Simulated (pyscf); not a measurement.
Thermochemistry of product channels of HGa=AsH + silane (SiH₄) on the singlet surface, in kcal/mol, from ωB97M-D3(BJ)/def2-TZVP energies (ideal gas, 1 atm, RRHO with modes under 100 cm⁻¹ raised to 100, one conformer, R ln 2 for rigid chiral ones). Single points on ωB97X-D3(BJ)/def2-SVP structures (PySCF, gas phase).

```csv
products,ΔE,ΔH(298 K),ΔG(298 K),ΔG(600 K)
H₃Si–AsH–GaH₂,-29.7,-28.4,-18.4,-8.6
H₃Si–As=GaH + hydrogen (H₂),-8.3,-8.7,-7.1,-6.0
```

The channel to H₃Si–AsH–GaH₂ turns unfavourable between 298 and 1200 K (ΔG from -18.4 kcal/mol to +9.5 kcal/mol).

These are energies of the channels, which say nothing of barriers. HGa=AsH lies 12.3 kcal/mol over its isomer Ga–AsH₂ [singlet], and others may lie lower still (electronic energy, ωB97M-D3(BJ)). H₃Si–As=GaH lies 9.5 kcal/mol over its isomer H₃Si–AsH–Ga [singlet], and others may lie lower still (electronic energy, ωB97M-D3(BJ)). Elements up to Kr have no core potential and no relativistic terms here.
